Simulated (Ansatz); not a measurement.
Input file:

```yaml
crystal:
  periodic: [false, false, false]
  atoms:
    - {symbol: Br, position_ang: [0.000000, 0.000000, -1.559667]}
    - {symbol: H, position_ang: [0.000000, 0.000000, 0.316333]}
    - {symbol: H, position_ang: [0.000000, 0.000000, 1.243333]}
basis:
  gaussian: {orbitals: def2-SVP}
magnetization: {spin_polarized: false, initial_magnetization: 1}
correlation: {method: mp2, electrons: all}
output: {forces: true}
```

```sh
$ ansatz run in.yaml --threads 1 --pin off --events-out ev --progress --plain --max-ram 2393MiB
```

Question: Roughly how long does this take on 1 thread of Arm Neoverse N1, shared host, and how much host memory?

Answer: 3.4 s wall and 0.15 GiB.

```
410 factors; integrals over basis functions are off by at most 1.7e-3 eV
mean field evaluation 1: about -70018.9493 eV, gradient 7.3e0 eV
mean field evaluation 2: about -70018.9532 eV, gradient 7.2e0 eV
mean field evaluation 4: about -70019.5122 eV, gradient 1.5e0 eV
mean field evaluation 8: about -70019.5787 eV, gradient 6.8e-2 eV
mean field evaluation 16: about -70019.0976 eV, gradient 7.4e-2 eV
mean field evaluation 32: about -70019.5787 eV, gradient 7.1e-2 eV
mean field evaluation 64: about -70019.0974 eV, gradient 8.0e-7 eV
mean field -70019.57876027 eV, -2573.1720584648 hartree, gradient 2.2e-6 eV, S^2 0.750000; 9 other end points of the search recorded, 0 dependent functions left out
mean field evaluation 96: about -70019.7807 eV, gradient 8.7e-1 eV
reference -70019.57876027 eV, -2573.1720584648 hartree; 19, 18 occupied and 23, 24 virtual orbitals, 410 factors
second order -7.61708427 eV of doubles, -0.09333216 eV of singles
the calculation of the forces begins
Total energy: -70027.28917669 eV, -2573.4554110421 hartree
Atom 0 at     0.000000     0.000000    -1.559667 Å, force    -0.000000     0.000000    -0.226939 eV/Å
Atom 1 at     0.000000     0.000000     0.316333 Å, force     0.000000    -0.000000     3.052666 eV/Å
Atom 2 at     0.000000     0.000000     1.243333 Å, force    -0.000000     0.000000    -2.825727 eV/Å
Dipole moment:     0.000000     0.000000     0.163013 e Å
```

Forces (eV/Å):
```
Br   0.000  0.000 -0.227
H    0.000  0.000  3.053
H    0.000  0.000 -2.826
```
